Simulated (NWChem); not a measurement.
Program: NWChem. System: nitrogen trifluoride (F3N), charge 0, spin multiplicity 1, at a geometry optimised with B3LYP/def2-SVP. Level: MP2/def2-TZVP, 4 core orbitals frozen.

NWChem printed:

```
             Northwest Computational Chemistry Package (NWChem) 7.3.0
             --------------------------------------------------------

                                NWChem Input Module
                                -------------------

 Scaling coordinates for geometry "geometry" by  1.889725989
 (inverse scale =  0.529177249)

 Turning off AUTOSYM since
 SYMMETRY directive was detected!

                             Geometry "geometry" -> ""
                             -------------------------

 Output coordinates in angstroms (scale by  1.889725989 to convert to a.u.)

  No.       Tag          Charge          X              Y              Z
 ---- ---------------- ---------- -------------- -------------- --------------
    1 F                    9.0000     0.61615300    -0.11885600     1.06578300
    2 N                    7.0000    -0.00323600     0.47453100     0.00000000
    3 F                    9.0000     0.61615300    -0.11885600    -1.06578300
    4 F                    9.0000    -1.22978900    -0.13136800     0.00000000

 Effective nuclear repulsion energy (a.u.)     133.4330224052

            Nuclear Dipole moment (a.u.)
            ----------------------------
        X                 Y               Z
 ---------------- ---------------- ----------------
     0.0000018897    -0.0000056692     0.0000000000

      Symmetry information
      --------------------

 Group name             Cs
 Group number              2
 Group order               2
 No. of unique centers     3

      Symmetry unique atoms

     1    2    4


 Summary of "ao basis" -> "" (spherical)
 ------------------------------------------------------------------------------
       Tag                 Description            Shells   Functions and Types
 ---------------- ------------------------------  ------  ---------------------
 *                         def2-tzvp                  on all atoms

 Summary of "ao basis" -> "ao basis" (spherical)
 ------------------------------------------------------------------------------
       Tag                 Description            Shells   Functions and Types
 ---------------- ------------------------------  ------  ---------------------
 F                         def2-tzvp                11       31   5s3p2d1f
 N                         def2-tzvp                11       31   5s3p2d1f

                                 NWChem SCF Module
                                 -----------------
[...]
 -----------   ------   -------------------------------------------------------
    1 F    9     9.14   0.77  1.20  0.61  1.02  0.33  2.21  2.21  0.77  0.00  0.02  0.00
    2 N    7     6.58   0.82  1.15  0.63  0.89  0.21  1.18  1.33  0.15  0.02  0.17  0.02
    3 F    9     9.14   0.77  1.20  0.61  1.02  0.33  2.21  2.21  0.77  0.00  0.02  0.00
    4 F    9     9.14   0.77  1.20  0.61  1.02  0.33  2.21  2.21  0.77  0.00  0.02  0.00

       Multipole analysis of the density wrt the origin
       ------------------------------------------------

     L   x y z        total         open         nuclear
     -   - - -        -----         ----         -------
     0   0 0 0     -0.000000      0.000000     34.000000

     1   1 0 0     -0.001007      0.000000      0.000002
     1   0 1 0      0.137521      0.000000     -0.000006
     1   0 0 1      0.000000      0.000000      0.000000

     2   2 0 0    -15.085942      0.000000     73.010780
     2   1 1 0     -0.002035      0.000000      0.446535
     2   1 0 1     -0.000000      0.000000      0.000000
     2   0 2 0    -14.786229      0.000000      7.091624
     2   0 1 1      0.000000      0.000000      0.000000
     2   0 0 2    -15.086091      0.000000     73.014271

                   NWChem MP2 Semi-direct Energy/Gradient Module
                   ---------------------------------------------

  Basis functions       =    124
  Molecular orbitals    =    124
  Frozen core           =      4
  Frozen virtuals       =      0
  Active alpha occupied =     13
  Active beta occupied  =     13
  Active alpha virtual  =    107
  Active beta virtual   =    107
  Use MO symmetry       = T
  Use skeleton AO sym   = T

  AO/Fock/Back tols     =   1.0D-09  1.0D-09  1.0D-09

 GA uses MA = F    GA memory limited = T

 Available:
  local mem=  1.15D+08
 global mem=  1.31D+08
 local disk=  0.00D+00
  mp2_memr nvloc                   107
  nvloc new                   107
   1 passes of  13:        5242880                     100889                  35898856.
   1 passes of  13: M    114683747           G      131041248           F     109440867.

 Semi-direct pass number   1 of   1  for RHF alpha+beta  at        5.7s
  vrange nnbf                  7585
  mp2_eaftype                   136  avail_ma_in_mb                   999
 EAF : mp2_eaftype filesize         136   17949428.
  mp2_eaf for mointskh                    136
Node 0 wrote     84.4 Mb in      0.0 s     Agg I/O rate:  2089.0 Mb/s
 Done moints_semi at       11.1s
  mp2_eaftype                   136  avail_ma_in_mb                   863
 EAF : mp2_eaftype filesize         136   17949428.
  mp2_eaf for kh                   136
 Done maket at       11.7s
 Done multipass loop at       11.7s

          -------------------------------------------
          SCF energy                -352.696949667408
          Correlation energy          -0.960439277314
          Singlet pairs               -0.583216125572
          Triplet pairs               -0.377223151742
          Total MP2 energy          -353.657388944722
          -------------------------------------------

          ---------------------------------------------------
                    Spin Component Scaled (SCS) MP2
          Same spin pairs                     -0.251482101162
          Same spin scaling factor             0.333333333333
          Opposite spin pairs                 -0.708957176152
          Opposite spin scaling fact.          1.200000000000
          SCS-MP2 correlation energy          -0.934575978437
          Total SCS-MP2 energy              -353.631525645845
          ---------------------------------------------------

 -----------------------
 Performance information
 -----------------------

 Timer overhead =  2.29D-07 seconds/call

               Nr. of calls         CPU time (s)                 Wall time (s)                GFlops
             ---------------    -------------------     ------------------------------   -------------------
Name         Min   Avg   Max    Min     Avg     Max     Min     Avg     Max   Mx/calls   Min     Max     Sum
mp2: moin     1     1     1    5.3     5.3     5.3      5.3     5.3     5.3     5.3      0.0     0.0     0.0
mp2: make     1     1     1   0.60    0.60    0.60     0.60    0.60    0.60    0.60      0.0     0.0     0.0
mp2: tota     1     1     1    6.0     6.0     6.0      6.0     6.0     6.0     6.0      0.0     0.0     0.0

 The average no. of pstat calls per process was 3.00D+00
 with a timing overhead of 6.88D-07s

 Task  times  cpu:       11.6s     wall:       11.6s

 Total times  cpu:       11.7s     wall:       11.7s
```

Problem. Write an NWChem input that would produce this output.

Solution. Several could match; the one computed here: 
```
start mol
memory heap 200 mb stack 800 mb global 1000 mb
geometry units angstroms nocenter noautoz
  F      0.616153    -0.118856     1.065783
  N     -0.003236     0.474531     0.000000
  F      0.616153    -0.118856    -1.065783
  F     -1.229789    -0.131368     0.000000
  symmetry group Cs
end
basis spherical
  * library def2-tzvp
end
scf
  rhf
  nopen 0
  maxiter 100
  thresh 1e-7
  semidirect memsize 60000000 filesize 0
end
mp2
  freeze core 4
end
task mp2 energy
```
